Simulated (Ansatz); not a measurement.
Reaction (SMILES): [SiH3] (SiH3) → SiH3+ (singlet, bonded as [SiH3]) + e-
B3LYP-D3(BJ)/def2-TZVP geometries, fixed; electronic energies without zero-point terms.

The adiabatic ionisation energy at CCSD(T) with Ansatz (a program for electronic structure), in eV, split into its Hartree-Fock and correlation parts. Cores are frozen. Open shells are unrestricted. No added dispersion term, no relativity. Functions are those of the species that has most.

```tsv
basis	X	functions	Hartree-Fock	CCSD(T)
cc-pV(D+d)Z	2	38	7.574	7.936
cc-pV(T+d)Z	3	81	7.579	8.042
cc-pV(Q+d)Z	4	154	7.578	8.067
```

Worked estimate of the basis-set limit from each neighbouring pair, with Hartree-Fock from the larger set and the correlation part extrapolated as X^-3.
Correlation parts: X = 2: 0.362, X = 3: 0.463, X = 4: 0.489.
- (2,3): (27·(0.463) - 8·(0.362))/19 = 0.506; with Hartree-Fock 7.579 the estimate is 8.085 eV.
- (3,4): (64·(0.489) - 27·(0.463))/37 = 0.508; with Hartree-Fock 7.578 the estimate is 8.086 eV.
The last two estimates differ by 0.001 eV; the largest set lies 0.019 from the last. Over the last step Hartree-Fock moves by -0.001 and the correlation part by 0.026.
